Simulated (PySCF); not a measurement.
## Do core-level shifts follow atomic charges?

Species: C₃H₇N.
Atom-mapped SMILES: `[CH3:1]/[CH:2]=[N:3]\[CH3:4]`

Cartesian coordinates in Å at the GFN2-xTB level; atoms count from 1:
```
atom  x, y, z in Å
C1    -1.410   -0.353    0.096
C2    -0.549    0.812   -0.294
N3     0.700    0.929   -0.322
C4     1.614   -0.110    0.042
H5    -2.318   -0.359   -0.502
H6    -1.695   -0.250    1.144
H7    -0.897   -1.304   -0.026
H8    -1.096    1.706   -0.583
H9     1.173   -1.101    0.193
H10    2.374   -0.165   -0.738
H11    2.110    0.197    0.964
```

Binding energies: delta-SCF UKS SCAN, pcX-2 on the ionised atom, pcseg-1 elsewhere, spin-free X2C in PySCF. Charges: PBE0/pcSseg-1 ground-state density, for the ionised atom.

| atom | environment | C 1s (eV) | Mulliken (e) | IAO (e) | Hirshfeld (e) | ESP (e) |
| --- | --- | --- | --- | --- | --- | --- |
| C1 | methyl carbon | 290.92 | -0.287 | -0.468 | -0.120 | -0.458 |
| C4 | N-methyl carbon | 291.31 | -0.107 | -0.313 | -0.076 | +0.134 |
| C2 | imine carbon | 291.50 | -0.004 | +0.025 | +0.042 | +0.565 |

How well does each charge scheme correlate with the binding energies over these sites?

Mulliken: r = 1.00, slope 2.1 eV per e; ESP: r = 0.99, slope 0.6 eV per e; IAO: r = 0.92, slope 1.1 eV per e; Hirshfeld: r = 0.90, slope 3.2 eV per e. On 3 points no scheme stands out.

The point-charge model writes a binding energy as kq + V + constant, with V the potential of the other atoms' charges at the site. What does it give with the IAO charges?

V = Σ 14.40 eV Å × q/r over all other atoms: +6.06 eV at C1, +3.37 eV at C4, -2.48 eV at C2. Fitting binding energy − V to q gives k = 18.4 eV per e and leaves an rms residual of 0.09 eV, against 0.10 eV for the fit on q alone. The model has no term for differences in relaxation between sites.

Isolated species at its GFN2-xTB geometry, gas phase. GFN2-xTB frequencies show an imaginary mode (60i cm⁻¹), so this geometry is no minimum at that level.
